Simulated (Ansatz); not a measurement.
Species, as SMILES: ClCl (Cl2).
Atoms: Cl1, Cl2. Bonds: Cl1-Cl2.

Basis-set convergence of the optimised Cl1-Cl2 bond length at HF with Ansatz (a program for electronic structure). Cartesian d functions, on some or all atoms, in 6-31+G*, 6-311+G**; all else is spherical. The program fits the integrals of some runs and decomposes those of others, by size. No added dispersion term, no relativity. Reference: the value in pcseg-4, 1.9726 Å, itself unsure by roughly 0.0002 Å (its mean distance from aug-pcseg-3, aug-cc-pV(Q+d)Z, cc-pV(5+d)Z). Deviations are taken from unrounded values.

```tsv
basis	functions	optimised Cl1-Cl2 bond length (Å)	minus reference (Å)
def2-SVP	36	2.0192	0.0466
pcseg-1	36	2.0010	0.0284
6-31+G*	46	1.9926	0.0199
6-311+G**	62	1.9960	0.0234
6-311++G(3df,3pd)	94	1.9742	0.0016
aug-pcseg-2	100	1.9784	0.0058
def2-TZVPPD	102	1.9748	0.0022
def2-QZVPPD	158	1.9729	0.0003
pcseg-4	210	1.9726	0.0000
```

The smallest set listed that lies within 0.003 Å of the reference with all its larger relatives (same family, alike in diffuse functions; a set with none counts only in the reference's own line) is def2-TZVPPD (102 functions, 0.0022 Å off). Inside, with no larger relative to test it: 6-311++G(3df,3pd).
